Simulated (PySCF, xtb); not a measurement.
C4H8, SMILES C=C(C)C (connectivity only; charge and spin as stated), charge +1, multiplicity 2.

Harmonic wavenumbers (cm⁻¹) from GFN2-xTB (xtb 6.7.1) at its own minimum, in rising order: 68, 121, 250, 397, 398, 422, 763, 838, 889, 913, 966, 997, 1029, 1282, 1287, 1306, 1310, 1312, 1338, 1425, 1432, 1473, 2872, 2876, 2994, 3002, 3042, 3047, 3070, 3108.

Question: What does PBE-D3(BJ)/def2-SVP run with PySCF 2.14.0 give at its own minimum? (The exact figures need the calculation; the answer reports its results.)

Answer: 81, 163, 224, 401, 404, 433, 727, 837, 847, 930, 949, 990, 998, 1235, 1246, 1261, 1293, 1326, 1360, 1420, 1435, 1491, 2862, 2879, 3018, 3020, 3073, 3098, 3101, 3196. Paired by order, the mean absolute difference is 24 cm⁻¹ and the zero-point energies are 63.2 and 63.3 kcal/mol.
